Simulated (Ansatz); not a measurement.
A calculation on wurtzite AlN returned lattice constant a 3.107 Å, lattice parameter c 4.978 Å, equilibrium volume per atom 10.40 Å³/atom.

For reference: lattice constant a 3.111 Å (measured, low temperature, extrapolated to low temperature; as tabulated in arXiv:1206.3780); lattice parameter c 4.979 Å (measured, low temperature, extrapolated to low temperature; as tabulated in arXiv:1206.3780); equilibrium volume per atom 10.45 Å³/atom (measured, 300 K, no zero-point or thermal correction; as tabulated in Wikipedia's data pages).

Task: Which level of theory produced these numbers?
(A) rVV10 (Ansatz, a first-principles code)
(B) r²SCAN (Ansatz)
(C) LDA (Ansatz)
(D) PBE (Ansatz)

Result: B, r²SCAN (Ansatz)

The others give: LDA 3.089 Å, 4.944 Å, 10.21 Å³/atom; rVV10 3.133 Å, 5.035 Å, 10.70 Å³/atom; PBE 3.130 Å, 5.019 Å, 10.65 Å³/atom.

Unless a cell is named, each level is at its own relaxed cell (LDA 10.21, PBE 10.65, r²SCAN 10.40, rVV10 10.70 Å³/atom).

Ansatz's density-functional and Hartree–Fock values are scalar-relativistic unless marked +SOC, with PAW data made under PBE.
